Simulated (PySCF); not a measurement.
Gas-phase XPS of `C=C[CH+]C`, computed

Species: C4H7 (charge +1).
SMILES with atom numbers: `[CH2:1]=[CH:2][CH+:3][CH3:4]`

Method: delta-SCF UKS SCAN, pcX-2 on the ionised atom, pcseg-1 elsewhere, spin-free X2C (PySCF). These are vertical core ionisation energies against the vacuum level, from separate self-consistent calculations with and without the core hole.

Q: What binding energy does each computed site have?

A: 
| atom(s) | bonded to | level | binding energy (eV) | above the level's lowest (eV) | count |
| --- | --- | --- | --- | --- | --- |
| C2 | C (double bond), C and H | C 1s | 297.27 | +0.39 | 1 |
| C4 | C and 3 H | C 1s | 296.88 | 0.00 | 1 |

The listed C 1s values span 0.39 eV, from C4 (bonded to C and 3 H) to C2 (bonded to C (double bond), C and H). Summing the Pauling electronegativity differences to the bonded atoms, each weighted by its formal bond order, gives -1.05 for the lowest site and -0.35 for the highest.

Q: Which photon wavelength matches the C 1s of C2 threshold?

A: λ = hc/E = 12398.42 eV Å / 297.27 eV = 41.708 Å.

The list is incomplete; no value stands for C 1s of C1, C3 (hole states with ⟨S²⟩ of 1 or more are left out). The species carries charge +1, so core ionisation leaves charge +2. The structure is a single PBE0-D3(BJ)/def2-SVP conformer in the gas phase; no vibrational or solvent corrections.

The run took 18 s wall on one thread, Arm Neoverse V1 (aarch64), no GPU, on a shared host, and the process peaked at 0.39 GiB of memory.

The values belong to the conformer `[CH2:1]=[CH:2][CH+:3][CH3:4]`: C1–C2–C3–C4 0°.
